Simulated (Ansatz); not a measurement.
**CH₅FN₂S: one species, many methods**

An exercise on one series of results from a longer session: the logs are not shown, and one member is left open.

Program: Ansatz 0.2.0, Gaussian basis. Level of theory: functionals in def2-TZVPP, the program's frozen cores in correlated methods. These are calculated values, not measurements.

Levels to be run: LDA (SPW92), PBE-D4, revPBE-D4, BLYP-D4, r2SCAN-D4, B97M-V, PBE0-D4, B3LYP-D4, r2SCANh-D4, r2SCAN0-D4, HSE06-D4, BHLYP-D4, CAM-B3LYP-D4, LC-ωPBE, ωB97X-V, ωB97M-V, B2PLYP, PBE-QIDH; CCSD(T)/def2-SVP; CCSD(T)/def2-TZVPP; MP2/def2-QZVPP; extrapolation to the limit; RPA on PBE.

**The relaxed structure**

An earlier PBE0-D4 in a triple-zeta def2 set relaxation fixed the geometry.

SMILES `NC(N)(F)S`, 10 atoms, charge 0, spin multiplicity 1.

Atoms are counted from 1 here; the program's logs count them from 0.

Bond lengths: N1–C2 1.407 Å, N1–H6 1.013 Å, N1–H7 1.010 Å, C2–N3 1.407 Å, C2–F4 1.428 Å, C2–S5 1.824 Å, N3–H8 1.013 Å, N3–H9 1.010 Å, S5–H10 1.342 Å. Angles: C2–N1–H6 111.7°, C2–N1–H7 110.7°, H6–N1–H7 109.7°, N1–C2–N3 111.2°, N1–C2–F4 110.5°, N1–C2–S5 111.6°, N3–C2–F4 110.5°, N3–C2–S5 111.6°, F4–C2–S5 101.2°, C2–N3–H8 111.7°, C2–N3–H9 110.7°, H8–N3–H9 109.7°, C2–S5–H10 94.1°.

The first run:

Contents of in.yaml:

```yaml
crystal:
  periodic: [false, false, false]
  atoms:
    - {symbol: N, position_ang: [-0.486714, 1.157841, 0.207541]}
    - {symbol: C, position_ang: [-0.028772, -0.085606, -0.264608]}
    - {symbol: N, position_ang: [0.097994, -1.013164, 0.785331]}
    - {symbol: F, position_ang: [-0.905200, -0.590076, -1.273176]}
    - {symbol: S, position_ang: [1.527747, 0.084411, -1.200946]}
    - {symbol: H, position_ang: [-1.354537, 1.066093, 0.722769]}
    - {symbol: H, position_ang: [-0.611279, 1.805584, -0.557594]}
    - {symbol: H, position_ang: [-0.767750, -1.113857, 1.302392]}
    - {symbol: H, position_ang: [0.390860, -1.913191, 0.432203]}
    - {symbol: H, position_ang: [2.220750, 0.550764, -0.150913]}
basis:
  gaussian: {orbitals: def2-TZVPP}
hamiltonian: {xc: lda}
output: {orbitals: {seedname: orbitals}}
```

Command:

```
$ ansatz run in.yaml --threads 4 --pin off --events-out ev --progress --plain --max-ram 10444MiB
```

Among the steps run: LDA; PBE-D4 (GGA); revPBE-D4 (GGA); BLYP-D4 (GGA); r2SCAN-D4 (meta-GGA); B97M-V (meta-GGA); B3LYP-D4 (hybrid); r2SCANh-D4 (hybrid); r2SCAN0-D4 (hybrid); HSE06-D4 (hybrid); BHLYP-D4 (hybrid); CAM-B3LYP-D4 (range-separated); LC-ωPBE (range-separated); ωB97X-V (range-separated); ωB97M-V (range-separated); B2PLYP (double hybrid); PBE-QIDH (double hybrid).

One table of the session follows, with a row left open; its other results are not shown here.

It belongs to the step «Frontier levels by functional». 

```
  functional  HOMO (eV)  LUMO (eV)  gap (eV)
 LDA (SPW92)      -5.99      -0.84      5.15
      PBE-D4      -5.87      -0.64      5.23
   revPBE-D4      -5.82      -0.56      5.26
     BLYP-D4      -5.74      -0.56      5.18
   r2SCAN-D4      -6.18      -0.36      5.82
      B97M-V      -6.31      -0.37      5.94
     PBE0-D4      -7.22       0.38      7.61
    B3LYP-D4      -6.98       0.09      7.07
  r2SCANh-D4      -6.68       0.01      6.69
  r2SCAN0-D4      -7.42       0.56      7.98
    HSE06-D4      -6.82       0.00      6.82
    BHLYP-D4      -8.42       1.30      9.72
CAM-B3LYP-D4      -8.62       1.43     10.05
     LC-ωPBE     -10.04       2.73     12.77
     ωB97X-V          ?          ?         ?
     ωB97M-V      -9.50       2.12     11.62
```

**Question.** Estimate the row for ωB97X-V.

As computed: HOMO (eV): -9.67; LUMO (eV): 2.55; gap (eV): 12.22. In the column «HOMO (eV)» it lies between LC-ωPBE (-10.04) and ωB97M-V (-9.50).
